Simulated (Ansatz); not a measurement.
Geometry optimisation, RKS BLYP-D4/cc-pVDZ in Ansatz 0.2.0.

The input (input.yaml):

```yaml
crystal:
  periodic: [false, false, false]
  atoms:
    - { symbol: "N", position_ang: [-1.06343, 0.6431, -0.92579] }
    - { symbol: Al, position_ang: [0.12282, 0.63626, 0.35888] }
    - { symbol: O, position_ang: [0.81624, -1.04137, 0.59553] }
    - { symbol: H, position_ang: [-1.04607, 0.10877, -1.79207] }
    - { symbol: H, position_ang: [-1.77038, 1.36614, -1.03904] }
    - { symbol: H, position_ang: [0.86794, 1.39892, 1.42373] }
    - { symbol: H, position_ang: [1.55038, -1.2433, 1.20445] }
    - { symbol: H, position_ang: [0.52251, -1.86851, 0.1743] }
total_charge: 1
basis:
  gaussian: { orbitals: cc-pVDZ }
hamiltonian:
  xc: blyp
  dispersion: d4
relax:
  f_tol: 0.015
  max_steps: 40
output:
  orbitals: {}
```

Launched with:

```bash
$ ansatz run input.yaml --threads 1 --pin off --max-ram 2048MiB --backend cpu --events-out ev --progress --plain --runs-dir out
```

Task: Where does it end, and by what steps?

Result: The forces met the threshold. Limits of this set-up: the dipole of an ion depends on the origin. After 5 steps the energy has fallen by 0.174 eV; H4 moved furthest, 0.39 Å.

```tsv
step	energy less start (eV)	largest force component (eV/Å)	accepted
0	0.0000	0.880	yes
1	-0.1209	0.654	yes
2	-0.1485	0.938	yes
3	-0.1476	0.780	no
4	-0.1711	0.179	yes
5	-0.1736	0.009	yes
```

```xyz
8
Properties=species:S:1:pos:R:3
N -1.042 0.679 -0.934
Al 0.103 0.691 0.403
O 0.857 -1.092 0.550
H -1.278 -0.103 -1.554
H -1.584 1.507 -1.211
H 0.764 1.553 1.525
H 1.534 -1.352 1.216
H 0.645 -1.884 0.005
```

Run time: 10 s on 1 thread of Intel(R) Xeon(R) Platinum 8488C (Sapphire Rapids), with other jobs on the host, peak memory 0.17 GiB.
